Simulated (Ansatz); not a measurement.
Basis-set extrapolation for C4H7NO (`C=C=C(N)OC`) (PBE0-D4/def2-TZVP geometry, frozen core, the Gaussian-basis code of Ansatz). Multiplicity 1, RHF reference.

```tsv
	def2-TZVPP	def2-QZVPP
HF	-284.890360	-284.903338
MP2 correlation	-1.090474	-1.165730
CCSD(T) correlation	-1.176361	not run
```

Energies in hartree. Use E(X) = E(∞) + A·exp(−7.88·√X) for Hartree–Fock and E(X) = E(∞) + B·X^(−2.97) for correlation, with X = 3 and 4, and add CCSD(T) minus MP2 of the smaller set to the MP2 limit.

Problem. What is the CCSD(T) energy at the basis-set limit?

Solution. HF limit: -284.903338 + (-0.012978) × 0.13774 = -284.90513. MP2 limit: -1.165730 + (-0.075256) × 0.74074 = -1.22148. Higher-order term: -1.176361 − (-1.090474) = -0.08589. Total: -286.21250 hartree, 3.97 eV below CCSD(T)/def2-TZVPP.
